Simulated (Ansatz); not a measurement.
# H4Si: the cost of one run

Computed with Ansatz 0.2.0, Gaussian basis. Level: def2-QZVPP, all electrons in the functionals, frozen cores in the correlation of double hybrids and RPA.

Plan: wB97M-V, B2PLYP, at charge 0, triplet; charge 0, singlet; charge 0, quintet; charge 1, doublet; charge 1, quartet.

2 further runs of the same task are left out: 2 set aside as unsound or not needed. Runs told in other sessions of the task aren't counted.

### Step 1. The system

The geometry is a PBE0/def2-TZVP stationary point (not a proven minimum).

5 atoms, charge 0, spin multiplicity 3.

Atoms are counted from 1 here; the program's logs count them from 0.

Bond lengths: Si1–H2 1.529 Å, Si1–H3 1.529 Å, Si1–H4 1.529 Å, Si1–H5 1.529 Å. Angles: H2–Si1–H3 90.0°, H2–Si1–H4 90.0°, H2–Si1–H5 180.0°, H3–Si1–H4 180.0°, H3–Si1–H5 90.0°, H4–Si1–H5 90.0°.

No dispersion term is added; wB97M-V holds VV10 nonlocal correlation.

The geometry shown and the zero of energy belong to the point charge 0, triplet. The yardstick, UCCSD(T), and other wave-function levels (R restricted, U unrestricted, valence and pair active spaces) come from earlier runs.

### Step 2. wB97M-V, charge 0, triplet

Contents of in.yaml:

```yaml
crystal:
  periodic: [false, false, false]
  atoms:
    - {symbol: Si, position_ang: [0.000000, 0.000000, 0.000000]}
    - {symbol: H, position_ang: [-0.011525, 1.085107, 1.077576]}
    - {symbol: H, position_ang: [-0.016497, -1.077632, 1.084987]}
    - {symbol: H, position_ang: [0.016497, 1.077632, -1.084987]}
    - {symbol: H, position_ang: [0.011525, -1.085107, -1.077576]}
basis:
  gaussian: {orbitals: "def2-QZVPP.json"}
magnetization: {spin_polarized: true, initial_magnetization: 2}
hamiltonian: {xc: {name: wB97M-V}}
output: {orbitals: {seedname: orbitals}}
```

Started as:

```bash
$ ansatz run in.yaml --threads 1 --pin off --events-out ev --progress --plain --max-ram 2393MiB
```

Q: Estimate wall time and peak memory on 1 thread of Arm Neoverse V1, shared host.

About 11 s, with a peak of 0.41 GiB.
